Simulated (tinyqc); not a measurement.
CIS and TDHF on RHF in the sto-3g basis, for H2O, spin multiplicity 1, step by step (part 1 of 2). Computed by tinyqc, a small Python program that keeps every step (integrals from PySCF). Settings: charge = 0, multiplicity = 1, basis = sto-3g, method = RHF, energy threshold = 1e-10, iteration cap = 53, orthogonalisation = canonical, start = core, DIIS depth = 6, TDHF = 1. Command: `OMP_NUM_THREADS=1 python tinyqc.py 30377 30378 out.jsonl` (the two numbers bound the seeds that draw the settings). One thread of a shared host (Intel(R) Xeon(R) Processor @ 2.60GHz), about 0.07 s of CPU time with the checks. The early iterations of the SCF are left out here.

## One-electron integrals

Geometry (angstrom):
```
atom        x         y        z
O     0.00000   0.00000  0.00000
H     0.00000   0.73400  0.70600
H     0.00000  -0.73400  0.70600
```

Basis sto-3g: exponents (1/bohr^2) and contraction coefficients of normalised primitives:
```
element  l (shell)   exponent  coefficient
O            s (1)  130.70932      0.15433
O            s (1)   23.80886      0.53533
O            s (1)    6.44361      0.44463
O            s (2)    5.03315     -0.09997
O            s (2)    1.16960      0.39951
O            s (2)    0.38039      0.70012
O            p (3)    5.03315      0.15592
O            p (3)    1.16960      0.60768
O            p (3)    0.38039      0.39196
H            s (1)    3.42525      0.15433
H            s (1)    0.62391      0.53533
H            s (1)    0.16886      0.44463
```

Overlap, kinetic and nuclear-attraction integrals over the contracted functions; the nuclear repulsion is the sum of Za Zb / Rab.

nuclear repulsion = 8.6741211 hartree

overlap S:
```
          1O 1s    1O 2s   1O 2px    1O 2py   1O 2pz    2H 1s     3H 1s
1O 1s   1.00000  0.23670  0.00000   0.00000  0.00000  0.04666   0.04666
1O 2s   0.23670  1.00000  0.00000   0.00000  0.00000  0.43551   0.43551
1O 2px  0.00000  0.00000  1.00000   0.00000  0.00000  0.00000   0.00000
1O 2py  0.00000  0.00000  0.00000   1.00000  0.00000  0.26771  -0.26771
1O 2pz  0.00000  0.00000  0.00000   0.00000  1.00000  0.25750   0.25750
2H 1s   0.04666  0.43551  0.00000   0.26771  0.25750  1.00000   0.26877
3H 1s   0.04666  0.43551  0.00000  -0.26771  0.25750  0.26877   1.00000
```

kinetic energy T (hartree):
```
           1O 1s     1O 2s   1O 2px    1O 2py   1O 2pz     2H 1s     3H 1s
1O 1s   29.00320  -0.16801  0.00000   0.00000  0.00000  -0.00601  -0.00601
1O 2s   -0.16801   0.80813  0.00000   0.00000  0.00000   0.10118   0.10118
1O 2px   0.00000   0.00000  2.52873   0.00000  0.00000   0.00000   0.00000
1O 2py   0.00000   0.00000  0.00000   2.52873  0.00000   0.17250  -0.17250
1O 2pz   0.00000   0.00000  0.00000   0.00000  2.52873   0.16592   0.16592
2H 1s   -0.00601   0.10118  0.00000   0.17250  0.16592   0.76003   0.01251
3H 1s   -0.00601   0.10118  0.00000  -0.17250  0.16592   0.01251   0.76003
```

nuclear attraction V (hartree):
```
            1O 1s      1O 2s    1O 2px     1O 2py     1O 2pz     2H 1s     3H 1s
1O 1s   -61.65766   -7.42906   0.00000    0.00000   -0.01901  -1.50373  -1.50373
1O 2s    -7.42906  -10.08183   0.00000    0.00000   -0.22809  -3.47530  -3.47530
1O 2px    0.00000    0.00000  -9.93624    0.00000    0.00000   0.00000   0.00000
1O 2py    0.00000    0.00000   0.00000  -10.04888    0.00000  -1.88628   1.88628
1O 2pz   -0.01901   -0.22809   0.00000    0.00000  -10.04045  -1.89243  -1.89243
2H 1s    -1.50373   -3.47530   0.00000   -1.88628   -1.89243  -5.62341  -1.62976
3H 1s    -1.50373   -3.47530   0.00000    1.88628   -1.89243  -1.62976  -5.62341
```

core Hamiltonian H = T + V (hartree):
```
            1O 1s     1O 2s    1O 2px    1O 2py    1O 2pz     2H 1s     3H 1s
1O 1s   -32.65446  -7.59707   0.00000   0.00000  -0.01901  -1.50974  -1.50974
1O 2s    -7.59707  -9.27370   0.00000   0.00000  -0.22809  -3.37412  -3.37412
1O 2px    0.00000   0.00000  -7.40751   0.00000   0.00000   0.00000   0.00000
1O 2py    0.00000   0.00000   0.00000  -7.52014   0.00000  -1.71378   1.71378
1O 2pz   -0.01901  -0.22809   0.00000   0.00000  -7.51171  -1.72650  -1.72650
2H 1s    -1.50974  -3.37412   0.00000  -1.71378  -1.72650  -4.86338  -1.61724
3H 1s    -1.50974  -3.37412   0.00000   1.71378  -1.72650  -1.61724  -4.86338
```

## Two-electron integrals

Functions are numbered as in S; the eight-fold symmetry (ij|kl) = (ji|kl) = (kl|ij) leaves the list below.

Two-electron integrals (ij|kl) in chemists' order, unique and non-zero (hartree):
```
(11|11) 4.78507    (21|11) 0.74138    (21|21) 0.13687    (22|11) 1.11895
(22|21) 0.25663    (22|22) 0.81721    (31|31) 0.02448    (32|31) 0.03781
(32|32) 0.18052    (33|11) 1.11581    (33|21) 0.25668    (33|22) 0.81702
(33|33) 0.88016    (41|41) 0.02448    (42|41) 0.03781    (42|42) 0.18052
(43|43) 0.04744    (44|11) 1.11581    (44|21) 0.25668    (44|22) 0.81702
(44|33) 0.78527    (44|44) 0.88016    (51|51) 0.02448    (52|51) 0.03781
(52|52) 0.18052    (53|53) 0.04744    (54|54) 0.04744    (55|11) 1.11581
(55|21) 0.25668    (55|22) 0.81702    (55|33) 0.78527    (55|44) 0.78527
(55|55) 0.88016    (61|11) 0.14823    (61|21) 0.02714    (61|22) 0.05056
(61|33) 0.05047    (61|41) 0.00090    (61|42) 0.00169    (61|44) 0.05062
(61|51) 0.00087    (61|52) 0.00163    (61|54) 0.00015    (61|55) 0.05061
(61|61) 0.00545    (62|11) 0.36272    (62|21) 0.08424    (62|22) 0.29726
(62|33) 0.29220    (62|41) 0.00456    (62|42) 0.03492    (62|44) 0.29995
(62|51) 0.00439    (62|52) 0.03359    (62|54) 0.00745    (62|55) 0.29937
(62|61) 0.01703    (62|62) 0.13418    (63|31) 0.00879    (63|32) 0.05126
(63|43) 0.00724    (63|53) 0.00697    (63|63) 0.01906    (64|11) 0.18892
(64|21) 0.04444    (64|22) 0.16745    (64|33) 0.15986    (64|41) 0.01090
(64|42) 0.06987    (64|44) 0.17855    (64|51) 0.00203    (64|52) 0.01790
(64|54) 0.01101    (64|55) 0.16374    (64|61) 0.00938    (64|62) 0.09181
(64|64) 0.08116    (65|11) 0.18171    (65|21) 0.04275    (65|22) 0.16106
(65|33) 0.15376    (65|41) 0.00203    (65|42) 0.01790    (65|44) 0.15780
(65|51) 0.01074    (65|52) 0.06848    (65|54) 0.01113    (65|55) 0.17143
(65|61) 0.00902    (65|62) 0.08831    (65|64) 0.05973    (65|65) 0.07651
(66|11) 0.50419    (66|21) 0.11900    (66|22) 0.48175    (66|33) 0.46230
(66|41) 0.00830    (66|42) 0.08780    (66|44) 0.49229    (66|51) 0.00799
(66|52) 0.08446    (66|54) 0.02884    (66|55) 0.49005    (66|61) 0.02427
(66|62) 0.27440    (66|64) 0.21433    (66|65) 0.20615    (66|66) 0.77461
(71|11) 0.14823    (71|21) 0.02714    (71|22) 0.05056    (71|33) 0.05047
(71|41) -0.00090   (71|42) -0.00169   (71|44) 0.05062    (71|51) 0.00087
(71|52) 0.00163    (71|54) -0.00015   (71|55) 0.05061    (71|61) 0.00538
(71|62) 0.01658    (71|64) 0.00834    (71|65) 0.00879    (71|66) 0.02341
(71|71) 0.00545    (72|11) 0.36272    (72|21) 0.08424    (72|22) 0.29726
(72|33) 0.29220    (72|41) -0.00456   (72|42) -0.03492   (72|44) 0.29995
(72|51) 0.00439    (72|52) 0.03359    (72|54) -0.00745   (72|55) 0.29937
(72|61) 0.01658    (72|62) 0.11169    (72|64) 0.05234    (72|65) 0.07170
(72|66) 0.19077    (72|71) 0.01703    (72|72) 0.13418    (73|31) 0.00879
(73|32) 0.05126    (73|43) -0.00724   (73|53) 0.00697    (73|63) 0.01544
(73|73) 0.01906    (74|11) -0.18892   (74|21) -0.04444   (74|22) -0.16745
(74|33) -0.15986   (74|41) 0.01090    (74|42) 0.06987    (74|44) -0.17855
(74|51) -0.00203   (74|52) -0.01790   (74|54) 0.01101    (74|55) -0.16374
(74|61) -0.00834   (74|62) -0.05234   (74|64) -0.00947   (74|65) -0.03283
(74|66) -0.07842   (74|71) -0.00938   (74|72) -0.09181   (74|74) 0.08116
(75|11) 0.18171    (75|21) 0.04275    (75|22) 0.16106    (75|33) 0.15376
(75|41) -0.00203   (75|42) -0.01790   (75|44) 0.15780    (75|51) 0.01074
(75|52) 0.06848    (75|54) -0.01113   (75|55) 0.17143    (75|61) 0.00879
(75|62) 0.07170    (75|64) 0.03283    (75|65) 0.06078    (75|66) 0.13460
(75|71) 0.00902    (75|72) 0.08831    (75|74) -0.05973   (75|75) 0.07651
(76|11) 0.15908    (76|21) 0.03734    (76|22) 0.14434    (76|33) 0.14055
(76|44) 0.14287    (76|51) 0.00296    (76|52) 0.02750    (76|55) 0.14942
(76|61) 0.00750    (76|62) 0.06668    (76|64) 0.03923    (76|65) 0.04932
(76|66) 0.14543    (76|71) 0.00750    (76|72) 0.06668    (76|74) -0.03923
(76|75) 0.04932    (76|76) 0.04129    (77|11) 0.50419    (77|21) 0.11900
(77|22) 0.48175    (77|33) 0.46230    (77|41) -0.00830   (77|42) -0.08780
(77|44) 0.49229    (77|51) 0.00799    (77|52) 0.08446    (77|54) -0.02884
(77|55) 0.49005    (77|61) 0.02341    (77|62) 0.19077    (77|64) 0.07842
(77|65) 0.13460    (77|66) 0.35254    (77|71) 0.02427    (77|72) 0.27440
(77|74) -0.21433   (77|75) 0.20615    (77|76) 0.14543    (77|77) 0.77461
```

## Orthogonalisation

S = U s U^T; canonical form X = U s^(-1/2), so that X^T S X = 1. Each column of U has its largest component positive (the first on a tie).

eigenvalues of S: 0.38333  0.46388  0.87688  1.00000  1.10876  1.26736  1.89980

X:
```
               1         2         3        4         5         6        7
1O 1s   -0.31770   0.00000   0.74577  0.00000   0.62468   0.00000  0.14682
1O 2s    1.10091   0.00000  -0.32619  0.00000   0.33733   0.00000  0.40779
1O 2px   0.00000   0.00000   0.00000  1.00000   0.00000   0.00000  0.00000
1O 2py   0.00000  -0.84695   0.00000  0.00000   0.00000   0.72560  0.00000
1O 2pz   0.57881   0.00000   0.65484  0.00000  -0.60441   0.00000  0.21827
2H 1s   -0.69308   0.84806  -0.15656  0.00000  -0.12764   0.36232  0.38136
3H 1s   -0.69308  -0.84806  -0.15656  0.00000  -0.12764  -0.36232  0.38136
```

## Iteration 8 (converged): orbitals

converged F (hartree):
```
            1O 1s     1O 2s    1O 2px    1O 2py    1O 2pz     2H 1s     3H 1s
1O 1s   -20.25445  -5.16505   0.00000   0.00000  -0.02804  -1.03546  -1.03546
1O 2s    -5.16505  -2.43677   0.00000   0.00000  -0.11332  -0.92806  -0.92806
1O 2px    0.00000   0.00000  -0.39580   0.00000   0.00000   0.00000   0.00000
1O 2py    0.00000   0.00000   0.00000  -0.27349   0.00000  -0.35359   0.35359
1O 2pz   -0.02804  -0.11332   0.00000   0.00000  -0.32328  -0.38982  -0.38982
2H 1s    -1.03546  -0.92806   0.00000  -0.35359  -0.38982  -0.51374  -0.38044
3H 1s    -1.03546  -0.92806   0.00000   0.35359  -0.38982  -0.38044  -0.51374
```

Diagonalise F' = X^T F X, C = X C', fill 5 alpha and 5 beta electrons from the bottom; D = 2 C_occ C_occ^T. Each column has its largest component positive (the first on a tie).

F' = X^T F X (hartree):
```
         1         2         3         4          5         6         7
1  0.05986   0.00000   1.80716   0.00000    1.34734   0.00000   0.21537
2  0.00000   0.62798   0.00000   0.00000    0.00000  -0.13200   0.00000
3  1.80716   0.00000  -8.71877   0.00000   -8.95680   0.00000  -3.54599
4  0.00000   0.00000   0.00000  -0.39580    0.00000   0.00000   0.00000
5  1.34734   0.00000  -8.95680   0.00000  -10.06791   0.00000  -4.01179
6  0.00000  -0.13200   0.00000   0.00000    0.00000  -0.55082   0.00000
7  0.21537   0.00000  -3.54599   0.00000   -4.01179   0.00000  -2.69685
```

orbital energies (hartree): MO1 -20.26297, MO2 -1.25155, MO3 -0.56543, MO4 -0.47348, MO5 -0.39580, MO6 0.56433, MO7 0.64258

coefficients C:
```
             MO1       MO2       MO3       MO4      MO5       MO6       MO7
1O 1s    0.99430  -0.23445   0.00000   0.10633  0.00000  -0.11822   0.00000
1O 2s    0.02520   0.85319   0.00000  -0.54596  0.00000   0.75621   0.00000
1O 2px   0.00000   0.00000   0.00000   0.00000  1.00000   0.00000   0.00000
1O 2py   0.00000   0.00000   0.62809   0.00000  0.00000   0.00000   0.92158
1O 2pz   0.00406   0.11926   0.00000   0.72566  0.00000   0.79748   0.00000
2H 1s   -0.00520   0.15243   0.45336   0.31333  0.00000  -0.73836  -0.80309
3H 1s   -0.00520   0.15243  -0.45336   0.31333  0.00000  -0.73836   0.80309
```

D after iteration 8:
```
           1O 1s     1O 2s   1O 2px    1O 2py    1O 2pz     2H 1s     3H 1s
1O 1s    2.10981  -0.46606  0.00000   0.00000   0.10647  -0.01518  -0.01518
1O 2s   -0.46606   2.05329  0.00000   0.00000  -0.58865  -0.08229  -0.08229
1O 2px   0.00000   0.00000  2.00000   0.00000   0.00000   0.00000   0.00000
1O 2py   0.00000   0.00000  0.00000   0.78898   0.00000   0.56950  -0.56950
1O 2pz   0.10647  -0.58865  0.00000   0.00000   1.08164   0.49106   0.49106
2H 1s   -0.01518  -0.08229  0.00000   0.56950   0.49106   0.65395  -0.16820
3H 1s   -0.01518  -0.08229  0.00000  -0.56950   0.49106  -0.16820   0.65395
```

## Convergence

Stop when the energy changes by less than 1e-10 hartree and every element of the error matrix X^T (F D S - S D F) X is below 3e-06.

Course of the cycle:
```
iteration  E (hartree)     change  largest element of the error matrix
1          -73.2385879          -                             9.29e-01
2          -74.8931892  -1.65e+00                             2.89e-01
3          -74.9599141  -6.67e-02                             4.51e-02
4          -74.9617711  -1.86e-03                             7.87e-03
5          -74.9618404  -6.93e-05                             1.89e-03
6          -74.9618491  -8.67e-06                             2.42e-04
7          -74.9618492  -8.55e-08                             2.08e-07
8          -74.9618492  -2.84e-14                             3.20e-09
```

PySCF RHF in the same basis = -74.9618492 hartree

Converged in 8 iterations.

## Integrals over molecular orbitals

(pq|rs) = sum C_ip C_jq C_kr C_ls (ij|kl), one index at a time.

one-electron integrals over orbitals h = C^T H C (hartree):
```
           1         2         3         4         5         6         7
1  -32.63741   0.55852   0.00000  -0.24235   0.00000   0.26944   0.00000
2    0.55852  -7.62459   0.00000   0.49918   0.00000  -1.31353   0.00000
3    0.00000   0.00000  -6.25302   0.00000   0.00000   0.00000  -1.69233
4   -0.24235   0.49918   0.00000  -6.76422   0.00000  -1.21933   0.00000
5    0.00000   0.00000   0.00000   0.00000  -7.40751   0.00000   0.00000
6    0.26944  -1.31353   0.00000  -1.21933   0.00000  -5.44101   0.00000
7    0.00000   0.00000  -1.69233   0.00000   0.00000   0.00000  -5.50063
```

Two-electron integrals over orbitals (pq|rs), unique and non-zero (hartree):
```
(11|11) 4.74571    (21|11) -0.41970   (21|21) 0.05892    (22|11) 1.00777
(22|21) -0.01351   (22|22) 0.72726    (31|31) 0.01144    (32|31) 0.01790
(32|32) 0.13803    (33|11) 0.79704    (33|21) -0.00465   (33|22) 0.63967
(33|33) 0.62293    (41|11) 0.18912    (41|21) -0.02385   (41|22) 0.01536
(41|33) 0.00650    (41|41) 0.02648    (42|11) -0.14764   (42|21) 0.00926
(42|22) -0.00720   (42|33) 0.00384    (42|41) 0.01679    (42|42) 0.12597
(43|31) -0.00381   (43|32) 0.02038    (43|43) 0.05216    (44|11) 0.95563
(44|21) -0.01253   (44|22) 0.66129    (44|33) 0.58655    (44|41) -0.00942
(44|42) -0.09817   (44|44) 0.73260    (51|51) 0.02600    (52|51) 0.03262
(52|52) 0.14582    (53|53) 0.02846    (54|51) -0.01376   (54|52) -0.04910
(54|54) 0.05389    (55|11) 1.11535    (55|21) -0.01181   (55|22) 0.74854
(55|33) 0.62412    (55|41) 0.00532    (55|42) -0.07939   (55|44) 0.70485
(55|55) 0.88016    (61|11) -0.21207   (61|21) 0.03239    (61|22) 0.00029
(61|33) 0.00091    (61|41) 0.00093    (61|42) 0.02125    (61|44) -0.01848
(61|55) -0.00559   (61|61) 0.02956    (62|11) 0.28971    (62|21) -0.00583
(62|22) 0.14086    (62|33) 0.07802    (62|41) 0.01889    (62|42) 0.02320
(62|44) 0.06962    (62|55) 0.15083    (62|61) 0.01014    (62|62) 0.10124
(63|31) 0.00354    (63|32) -0.02974   (63|43) -0.02972   (63|63) 0.06421
(64|11) 0.25021    (64|21) -0.00326   (64|22) 0.10717    (64|33) 0.04906
(64|41) -0.00007   (64|42) -0.05278   (64|44) 0.13097    (64|55) 0.13581
(64|61) -0.00288   (64|62) 0.05741    (64|64) 0.08903    (65|51) 0.01399
(65|52) 0.05381    (65|54) 0.00173    (65|65) 0.03678    (66|11) 0.82041
(66|21) -0.00739   (66|22) 0.61897    (66|33) 0.57009    (66|41) 0.01973
(66|42) 0.04984    (66|44) 0.55708    (66|55) 0.59653    (66|61) 0.00968
(66|62) 0.10213    (66|64) 0.05015    (66|66) 0.60409    (71|31) 0.01478
(71|32) 0.02182    (71|43) -0.00504   (71|63) 0.00402    (71|71) 0.01914
(72|31) 0.01414    (72|32) 0.04358    (72|43) -0.03672   (72|63) 0.03430
(72|71) 0.01742    (72|72) 0.06304    (73|11) 0.36155    (73|21) -0.00731
(73|22) 0.14158    (73|33) 0.08984    (73|41) -0.00063   (73|42) -0.08487
(73|44) 0.14357    (73|55) 0.19256    (73|61) -0.00679   (73|62) 0.07185
(73|64) 0.09490    (73|66) 0.04213    (73|73) 0.15942    (74|31) -0.00969
(74|32) -0.07926   (74|43) -0.00589   (74|63) 0.04652    (74|71) -0.01240
(74|72) -0.01466   (74|74) 0.07406    (75|53) 0.02357    (75|75) 0.02352
(76|31) 0.00809    (76|32) 0.08856    (76|43) 0.05337    (76|63) -0.05601
(76|71) 0.01002    (76|72) -0.01178   (76|74) -0.06067   (76|76) 0.10856
(77|11) 0.83323    (77|21) -0.00844   (77|22) 0.61258    (77|33) 0.59962
(77|41) 0.00443    (77|42) -0.01041   (77|44) 0.58704    (77|55) 0.60872
(77|61) -0.00354   (77|62) 0.06296    (77|64) 0.04131    (77|66) 0.56523
(77|73) 0.08060    (77|77) 0.60392
```

## CIS matrix, singlets

A(ia,jb) = (e_a - e_i) d_ij d_ab + 2 (ia|jb) - (ij|ab).

CIS matrix A, singlet (hartree):
```
          1>6       1>7      2>6       2>7       3>6       3>7       4>6       4>7
1>6  20.06601   0.00000  0.02767   0.00000   0.00000  -0.02168  -0.02549   0.00000
1>7   0.00000  20.11059  0.00000   0.04328  -0.00006   0.00000   0.00000  -0.02923
2>6   0.02767   0.00000  1.39940   0.00000   0.00000   0.05514   0.06497   0.00000
2>7   0.00000   0.04328  0.00000   1.40763  -0.01996   0.00000   0.00000  -0.01890
3>6   0.00000  -0.00006  0.00000  -0.01996   0.68809   0.00000   0.00000   0.03967
3>7  -0.02168   0.00000  0.05514   0.00000   0.00000   0.92723   0.13644   0.00000
4>6  -0.02549   0.00000  0.06497   0.00000   0.00000   0.13644   0.65879   0.00000
4>7   0.00000  -0.02923  0.00000  -0.01890   0.03967   0.00000   0.00000   0.67714
5>6   0.00000   0.00000  0.00000   0.00000   0.00000   0.00000   0.00000   0.00000
5>7   0.00000   0.00000  0.00000   0.00000   0.00000   0.00000   0.00000   0.00000

         5>6      5>7
1>6  0.00000  0.00000
1>7  0.00000  0.00000
2>6  0.00000  0.00000
2>7  0.00000  0.00000
3>6  0.00000  0.00000
3>7  0.00000  0.00000
4>6  0.00000  0.00000
4>7  0.00000  0.00000
5>6  0.43717  0.00000
5>7  0.00000  0.47669
```

## CIS singlet states

dipole integrals <i|r|a> (bohr):
```
           x         y         z
1>6  0.00000   0.00000   0.04742
1>7  0.00000   0.05351   0.00000
2>6  0.00000   0.00000  -0.11998
2>7  0.00000  -0.10043   0.00000
3>6  0.00000  -0.75062   0.00000
3>7  0.00000   0.00000  -0.73724
4>6  0.00000   0.00000  -0.64283
4>7  0.00000  -0.71843   0.00000
5>6  0.06512   0.00000   0.00000
5>7  0.00000   0.00000   0.00000
```

Diagonalise A (1 hartree = 27.211386 eV); each vector has its largest component positive (the first on a tie). The transition dipole is mu = sqrt2 sum c_ia <i|r|a>.

singlet excitation energies (eV): 11.89596  12.97139  16.31868  17.48453  19.63408  26.42196  38.33075  38.49375  546.02653  547.24084

lowest vectors:
```
     state 1  state 2   state 3   state 4  state 5   state 6
1>6  0.00000  0.00000   0.00086   0.00000  0.00000   0.00178
1>7  0.00000  0.00000   0.00000   0.00113  0.00090   0.00000
2>6  0.00000  0.00000  -0.04918   0.00000  0.00000  -0.17309
2>7  0.00000  0.00000   0.00000   0.00145  0.03993   0.00000
3>6  0.00000  0.00000   0.00000  -0.65643  0.75382   0.00000
3>7  0.00000  0.00000  -0.37696   0.00000  0.00000   0.91525
4>6  0.00000  0.00000   0.92492   0.00000  0.00000   0.36381
4>7  0.00000  0.00000   0.00000   0.75439  0.65586   0.00000
5>6  1.00000  0.00000   0.00000   0.00000  0.00000   0.00000
5>7  0.00000  1.00000   0.00000   0.00000  0.00000   0.00000
```

oscillator strengths 2/3 w |mu|^2: 0.00247  0.00000  0.07720  0.00208  1.04254  1.02038
